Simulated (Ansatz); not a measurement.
# Wavefunction methods compared: HO2, doublet

Computed with Ansatz's Gaussian-basis code (development build); BCCD by scripts on PySCF. Nonrelativistic, STO-3G, 2 core orbitals frozen. Perturbation and coupled-cluster methods stand on the Hartree–Fock determinant that coupled cluster favours; RHF here means ROHF, with semicanonical perturbation theory. The state met can differ between shapes. A minimal or small basis: far from the basis limit. The unrestricted determinant is a mixture of spins, so it may stand for another state.

Shape A. A bond is stretched, to 2.42 times the sum of the covalent radii.

```csv
atom,x (Å),y (Å),z (Å)
O,0.0000,0.0000,0.0000
H,0.0000,0.9400,-0.2400
O,0.0000,0.0000,3.1920
```

Shape B. A bond is stretched, to 1.57 times the sum of the covalent radii.

| atom | x (Å) | y (Å) | z (Å) |
| --- | --- | --- | --- |
| O | 0.0000 | 0.0000 | 0.0000 |
| H | 0.0000 | 1.4758 | -0.3768 |
| O | 0.0000 | 0.0000 | 1.3300 |

Shape C. A bond is stretched, to 1.28 times the sum of the covalent radii.

```tsv
atom	x (Å)	y (Å)	z (Å)
O	0.0000	0.0000	0.0000
H	0.0000	0.9400	-0.2400
O	0.0000	0.0000	1.6891
```

Correlation energy of CCSD(T), then each method's total less that of CCSD(T), in eV:

```json
{"case": "A UHF", "E corr CCSD(T)": "-0.667", "CCSD": "0.000", "BCCD": "0.000", "BCCD(T)": "0.000", "determinant": "⟨S²⟩ = 1.753"}
{"case": "B RHF", "E corr CCSD(T)": "-4.394", "CCSD": "+0.141", "BCCD": "+0.201", "BCCD(T)": "-0.021", "determinant": "–"}
{"case": "C RHF", "E corr CCSD(T)": "-3.552", "CCSD": "+0.026", "BCCD": "+0.070", "BCCD(T)": "+0.016", "determinant": "–"}
{"case": "C UHF", "E corr CCSD(T)": "-2.078", "CCSD": "+0.016", "BCCD": "+0.098", "BCCD(T)": "+0.050", "determinant": "⟨S²⟩ = 1.414"}
```

(1) How far does full CI lie from CCSD(T) in each case, and where is CCSD(T) within 1 kcal/mol (0.043 eV)?

(2) Which method comes nearest to full CI in total energy for B RHF?

Results:

(1) A UHF: -0.002 eV (within, spin-contaminated determinant); B RHF: -0.154 eV (outside); C RHF: -0.048 eV (outside); C UHF: -0.013 eV (within, spin-contaminated determinant).

(2) BCCD(T), 0.133 eV away; next CCSD(T) (0.154 eV), last BCCD (0.355 eV).
